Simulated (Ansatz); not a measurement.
Cost and result up the ladder for Li3H4 (7 atoms). Total charge 0; doublet. Geometry: r2SCAN-D4/def2-TZVP.

```xyz
7

Li    0.960   -1.194    0.084
Li   -1.136    0.630    0.816
Li    0.287    0.965   -1.584
H    -0.949    1.552   -0.572
H     1.290   -0.388   -1.348
H    -0.544   -1.062    1.085
H     0.092   -0.504    1.520
```

Ansatz on 4 threads of Arm Neoverse V2 on a shared host. Times are rough, and most runs start from the orbitals of an earlier one. ωB97M-V/def2-TZVP serves as the yardstick here, not as an exact answer. Binding counts from free atoms at the same level (Li doublet, H doublet; other spins of the atoms weren't run), without zero-point energy or a counterpoise term.

Correlated methods freeze no core orbitals; core or outer-core shells of Li are correlated, in sets that lack core-valence functions. In the doublet, H6 and H7 lie 0.95 Å apart (atoms count from 1), so these atoms are partly bonded to each other. Another isomer (doublet) lies 0.41 eV lower at PBE0-D4/def2-TZVP; other spin states weren't run for this one.

Correlated methods converge slowly with the basis.

| level | functions | binding energy per atom (eV) | difference from ωB97M-V/def2-TZVP (eV) |
| --- | --- | --- | --- |
| PBE-D4/def2-TZVP (with forces) | 66 | 1.69 | -0.09 |
| r2SCAN-D4/def2-TZVP | 66 | 1.72 | -0.06 |
| ωB97M-V/def2-TZVP | 66 | 1.78 | 0.00 |
| PBE0-D4/def2-TZVP | 66 | 1.67 | -0.11 |
| revPBE-D4/def2-TZVP | 66 | 1.68 | -0.11 |
| CCSD(T)/def2-TZVPP | 113 | 1.71 | -0.07 |

(1) Estimate how long each takes.

Results:

(1) revPBE-D4/def2-TZVP 0.5 s; PBE0-D4/def2-TZVP 0.55 s; PBE-D4/def2-TZVP (with forces) 0.55 s; r2SCAN-D4/def2-TZVP 1.1 s; ωB97M-V/def2-TZVP 1.9 s; CCSD(T)/def2-TZVPP 5.5 s. On shared hardware such times vary by a factor of up to 3.
